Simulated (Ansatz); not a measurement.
**H3NO (hydroxylamine): levels of theory compared**

Aim: a comparison of 6 runs (UHF/STO-3G, CAM-B3LYP/STO-3G, HSE06/STO-3G, SVWN5/STO-3G, UPBE/STO-3G, CCSDT/STO-3G) of H3NO (hydroxylamine). 

The results are computed with Ansatz 0.2.0.

45 further runs of the same task are left out: 2 that didn't finish, 43 set aside as unsound or not needed.

### 1 The structure to begin with

H3NO has 5 atoms, charge 0, and is taken as a singlet. As SMILES, `NO`. The H4–N1 distance was set to 2.032 Å, away from the relaxed value. At this shape a bond of the SMILES string is far longer than usual.

Bond lengths: N1–O2 1.422 Å, N1–H3 1.016 Å, O2–H5 0.960 Å. Angles: N1–O2–H5 102.8°, O2–N1–H3 104.5°.

### 2 A single-point energy at UHF/STO-3G (run 1)

The input, in.yaml:

```yaml
crystal:
  periodic: [false, false, false]
  atoms:
    - symbol: "N"
      position_ang: [0.811397, -0.612737, -0.196132]
    - symbol: O
      position_ang: [1.340977, 0.414593, 0.633098]
    - symbol: H
      position_ang: [0.813827, -1.441467, 0.391808]
    - symbol: H
      position_ang: [-1.141650, -0.109840, -0.446210]
    - symbol: H
      position_ang: [2.081527, 0.743653, 0.117598]
basis:
  gaussian:
    orbitals: STO-3G
magnetization:
  spin_polarized: true
  initial_magnetization: 0
hamiltonian:
  xc: hf
accuracy: high
```

Run with:

```sh
ansatz run in.yaml --threads 1 --pin off --max-ram 3480MiB --events-out events.jsonl --progress --plain --runs-dir runs
```

Standard output:

```text
Warning: RAYON_NUM_THREADS=1 ignored (pool sized by the plan → 1); use --threads N
Functional definition: HF
  name "HF"
  exchange = exact_x
  correlation = 0
208 factors; integrals over basis functions are off by at most 2.3e-8 eV
mean field evaluation 1: about -3509.5239 eV, gradient 9.2e0 eV
mean field evaluation 2: about -3509.6326 eV, gradient 9.3e0 eV
mean field evaluation 4: about -3510.4280 eV, gradient 1.4e0 eV
mean field evaluation 8: about -3510.4717 eV, gradient 7.6e-4 eV
mean field evaluation 16: about -3510.4705 eV, gradient 3.6e-4 eV
mean field evaluation 32: about -3513.8073 eV, gradient 8.9e-2 eV
mean field -3513.80745195 eV, -129.1300421148 hartree, gradient 3.1e-8 eV, S^2 0.934551; 3 other end points of the search recorded, 0 dependent functions left out
reference -3513.80745195 eV, -129.1300421148 hartree; 9, 9 occupied and 4, 4 virtual orbitals, 208 factors
Total energy: -3513.80745195 eV, -129.1300421148 hartree
```

Run time: 0.12 s. Hardware: 1 thread of Arm Neoverse V1, shared host.

### 3 A single-point energy at CAM-B3LYP/STO-3G (run 2)

The input, run.yaml:

```yaml
crystal:
  periodic: [false, false, false]
  atoms:
    - {symbol: N, position_ang: [0.811397, -0.612737, -0.196132]}
    - {symbol: O, position_ang: [1.340977, 0.414593, 0.633098]}
    - {symbol: H, position_ang: [0.813827, -1.441467, 0.391808]}
    - {symbol: H, position_ang: [-1.141650, -0.109840, -0.446210]}
    - {symbol: H, position_ang: [2.081527, 0.743653, 0.117598]}
basis:
  gaussian:
    orbitals: STO-3G
total_charge: 0
hamiltonian:
  xc: {name: CAM-B3LYP}
accuracy: high
```

Run with:

```sh
ansatz run run.yaml --threads 1 --pin off --max-ram 3480MiB --events-out events.jsonl --progress --plain --runs-dir runs
```

Standard output:

```text
Warning: RAYON_NUM_THREADS=1 ignored (pool sized by the plan → 1); use --threads N
Functional definition: CAM-B3LYP
  name "CAM-B3LYP"
  parameter alpha = 0.19
  parameter beta = 0.46
  parameter omega = 0.33/bohr
  parameter ac = 0.81
  exchange = (1 - alpha - beta)*b88_x + beta*b88_x_sr(omega) + alpha*exact_x + beta*exact_x_lr(omega)
  correlation = (1 - ac)*vwn5_c + ac*lyp_c
208 factors; integrals over basis functions are off by at most 2.3e-8 eV
126 factors; integrals over basis functions are off by at most 6.7e-10 eV
mean field evaluation 1: about -3527.8891 eV, gradient 1.1e1 eV
mean field evaluation 2: about -3527.5683 eV, gradient 1.4e1 eV
mean field evaluation 4: about -3528.4268 eV, gradient 4.1e-1 eV
mean field evaluation 8: about -3528.3984 eV, gradient 1.1e-2 eV
mean field evaluation 16: about -3528.3984 eV, gradient 1.0e-7 eV
mean field -3528.39844365 eV, -129.6662511697 hartree, gradient 2.9e-8 eV, S^2 0.000000; 0 other end points of the search recorded, 0 dependent functions left out
reference -3528.39845581 eV, -129.6662516167 hartree; 9, 9 occupied and 4, 4 virtual orbitals, 208 factors
Total energy: -3528.39845581 eV, -129.6662516167 hartree
```

Wall time 0.89 s (1 thread of Arm Neoverse V1, shared host).

Runs 3 to 5 aren't shown in full; the table further down has their settings and results.

### 4 The energy at CCSDT/STO-3G (run 6)

run.yaml: that of step 3 with these lines changed.

```diff
@@ -9,7 +9,5 @@
 basis:
-  gaussian:
-    orbitals: STO-3G
-total_charge: 0
-hamiltonian:
-  xc: {name: CAM-B3LYP}
+  gaussian: {orbitals: STO-3G}
+correlation: {method: ccsdt, frozen_orbitals: {H: 0, "N": 1, O: 1}}
+scf: {omitted_lower_state_checks: [cluster_reference, increment]}
 accuracy: high
```

Run with:

```sh
ansatz run run.yaml --threads 1 --pin off --max-ram 3480MiB --events-out events.jsonl --progress --plain --runs-dir runs
```

Standard output:

```text
Warning: RAYON_NUM_THREADS=1 ignored (pool sized by the plan → 1); use --threads N
[... 11 lines left out ...]
2 core orbitals not correlated: weight in the atoms' cores, before any rotation towards them, 1.000 or more for the frozen orbitals, at most 0.000 for the correlated occupied ones
[... 35 lines left out ...]
WARN: these amplitudes may be one of several solutions (largest doubles amplitude 0.55, level shift 6.05 eV)
Total energy: -3516.88934043 eV, -129.2432994278 hartree
Checks for a lower state left out: cluster_reference, increment
```

It took 0.22 s on 1 thread of Arm Neoverse V1, shared host.

### 5 The series

```csv
run,level,frozen core orbitals,energy (Eh),wall time
1,UHF/STO-3G,–,-129.130042,0.12 s
2,CAM-B3LYP/STO-3G,–,-129.666252,0.89 s
3,HSE06/STO-3G,–,-129.607323,0.91 s
4,SVWN5/STO-3G,–,-128.726507,0.48 s
5,UPBE/STO-3G,–,-129.623782,2.9 s
6,CCSDT/STO-3G,2,-129.243299,0.22 s
```

### 6 Outcome

| quantity | value |
| --- | --- |
| run 6: total energy | -129.24330 Eh |
| run 6: correlation energy (2 core orbitals frozen) | -235.9 mEh |
| run 6: T1 diagnostic | 0.026 |

Totals of different functionals can't be ranked against each other. In run 6 the log says that unrestricted orbitals would lower the reference, so the values rest on an unstable closed-shell determinant (other closed-shell runs at this shape may share the fault). In runs 1, 2, 3, 4, 5, 6 the basis is minimal, so the values are rough. In runs 2, 3, 4 a closed-shell determinant meets a far-stretched bond, which it describes badly. Spin contamination of the reference: run 1 ⟨S²⟩ = 0.93, run 5 ⟨S²⟩ = 0.55. Where it is this large, the reference is a mixture of spin states, and values that rest on it are in doubt. All runs together took 5.5 s, the longest 2.9 s.
